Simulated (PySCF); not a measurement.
Does the answer move with the share of exact exchange?

Species: C5H7F.
SMILES: `C(=C\CC=C)/F`

Torsions of this conformer, `[CH2:1]=[CH:2][CH2:3]/[CH:4]=[CH:5]/[F:6]`: C1–C2–C3–C4 120°, C2–C3–C4–C5 -120°.

PySCF, pcSseg-1 basis, density fitting, gas phase, PBE0-D3(BJ)/def2-SVP geometry. One functional is left out:

```
functional  exact exchange (%)  HOMO energy (eV)  LUMO energy (eV)  dipole moment (D)
     B97-D                   0             -5.99             -0.89              1.317
      BLYP                   0             -5.87             -0.84              1.271
      BP86                   0             -6.13             -1.09              1.288
       LDA                   0             -6.21             -1.23              1.345
      OPBE                   0             -5.98             -0.86              1.244
       PBE                   0             -6.02             -0.99              1.257
     B3LYP                  20             -7.03             -0.21              1.427
     B97-2                  21             -7.01             -0.03              1.440
  mPW1PW91                  25             -7.30              0.00              1.460
 BHandHLYP                  50             -8.34              1.16              1.597
```

Problem. Predict the row of PBE0 (25 % exact exchange) by straight lines through the other rows, and check it.

Solution. 
```json
{"property": "HOMO energy (eV)", "line": "-7.22", "computed": "-7.27", "computed − line": "-0.05", "mPW1PW91 (25 %), for comparison": "-7.30"}
{"property": "LUMO energy (eV)", "line": "0.07", "computed": "0.02", "computed − line": "-0.05", "mPW1PW91 (25 %), for comparison": "0.00"}
{"property": "dipole moment (D)", "line": "1.451", "computed": "1.439", "computed − line": "-0.012", "mPW1PW91 (25 %), for comparison": "1.460"}
```

Problem. Which of these properties follows the share of exact exchange most closely, and which least?

Solution. Most closely the HOMO energy, least the dipole moment; the correlations over the tabulated rows are HOMO energy -0.993, LUMO energy 0.986, dipole moment 0.965. The HOMO energy moves by -0.470 eV for every 10 %. Functionals with the same share still differ in their other parts: at 0 % BLYP and LDA differ by 0.34 eV in it.
